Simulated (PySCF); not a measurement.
Ionisation energies (eV) were calculated with PySCF 2.14 by LDA, UHF, PBE, in another order, as differences of total energies without spin-orbit coupling. The measured values are between term centres (NIST).

```tsv
species	measured	A	B	C
Be (aug-cc-pCVDZ, non-relativistic)	9.323	8.998	9.023	8.048
N (aug-cc-pwCVDZ, non-relativistic)	14.545	14.741	15.014	13.921
Si (aug-cc-pwCVDZ, non-relativistic)	8.157	8.208	8.251	7.650
Cl (aug-cc-pwCVDZ, non-relativistic)	12.974	13.012	13.243	11.821
Tc (aug-cc-pwCVDZ-PP with ECP28MDF, ECP)	7.119	6.901	7.327	5.536
Ta (aug-cc-pwCVDZ-PP with ECP60MDF, ECP)	7.573	7.235	7.625	5.736
Re (aug-cc-pwCVDZ-PP with ECP60MDF, ECP)	7.834	7.568	8.056	5.926
Ir (aug-cc-pwCVDZ-PP with ECP60MDF, ECP)	8.926	8.920	9.355	7.031
```

Q: Which column is which method?

A: A is PBE (mean error -0.11 eV); B is LDA (mean error 0.18 eV); C is UHF (mean error -1.35 eV). PBE, with gradient corrections, lies close to experiment on average, with errors of both signs. LDA overbinds the outer electron and comes out highest. Hartree-Fock lacks the correlation of the electron removed and comes out lowest.
